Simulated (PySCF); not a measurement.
C₄H₄N₂. Atoms are numbered in the order given.

```xyz
10

C      0.0000    -1.1297    -0.6983
C      0.0000    -1.1297     0.6983
N      0.0000     0.0000     1.3991
C      0.0000     1.1297     0.6983
C      0.0000     1.1297    -0.6983
N      0.0000     0.0000    -1.3991
H      0.0000    -2.0717    -1.2583
H      0.0000    -2.0717     1.2583
H      0.0000     2.0717     1.2583
H      0.0000     2.0717    -1.2583
```

Coordinates come from a PBE0-D3(BJ)/def2-SVP optimisation.

All values below come from PBE/def2-TZVP run with PySCF.

ESP charges are fitted to the potential on shells at 1.4 to 2.0 van der Waals radii. Atomic charges (e):

```
atom  meta-Löwdin  Löwdin  ESP fit  Mulliken
----  -----------  ------  -------  --------
C1          -0.02   -0.22     0.17     -0.04
C2          -0.02   -0.22     0.17     -0.04
N3          -0.21    0.16    -0.44     -0.15
C4          -0.02   -0.22     0.17     -0.04
C5          -0.02   -0.22     0.17     -0.04
N6          -0.21    0.16    -0.44     -0.15
H7           0.13    0.14     0.05      0.12
H8           0.13    0.14     0.05      0.12
H9           0.13    0.14     0.05      0.12
H10          0.13    0.14     0.05      0.12
```

Computed Mayer and Wiberg (Löwdin basis) orders of the bonds:
```csv
bond,Mayer,Wiberg
C1–C2,1.40,1.60
C2–N3,1.51,1.80
N3–C4,1.51,1.80
C4–C5,1.40,1.60
C1–N6,1.51,1.80
C5–N6,1.51,1.80
C1–H7,0.95,0.85
C2–H8,0.95,0.85
C4–H9,0.95,0.85
C5–H10,0.95,0.85
```
